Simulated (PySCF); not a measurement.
# SO₂F₂: double against triple zeta

Base calculation in PySCF with density fitting and no spin–orbit coupling, PBE0/def2-SVP (no relativity): singlet, C2v, S–F 1.576 Å (×2), S–O 1.424 Å (×2); F–S–F 94.8°, F–S–O 107.9° (×4), O–S–O 125.8°; wavenumbers 357, 359, 511, 512, 522, 848, 890, 1275, 1516 cm⁻¹; dipole moment 0.78 D, gap between the highest occupied and lowest empty levels 10.29 eV, polar-tensor charge of S 2.56 e, atomisation energy (no zero-point energy) 1521 kJ/mol.

Task: What changes on going to PBE0/def2-TZVP (no relativity)?

Result: The point group stays the same. Changes: mean bond to S -0.028 Å, smallest bond angle +0.8 degrees, highest wavenumber +23 cm⁻¹, lowest wavenumber +23 cm⁻¹, dipole moment +0.36 D, gap between the highest occupied and lowest empty levels +0.73 eV, polar-tensor charge of S -0.04 e, atomisation energy (no zero-point energy) +175 kJ/mol. The new structure has S–F 1.539 Å (×2), S–O 1.404 Å (×2); F–S–F 95.6°, F–S–O 108.1° (×4), O–S–O 124.9°, with wavenumbers 380, 381, 538, 541, 550, 863, 900, 1300, 1539 cm⁻¹. The larger basis shortens the bonds, as added polarisation functions usually do.

Each species is the lowest minimum found with this bonding; other isomers or fragments can lie lower.
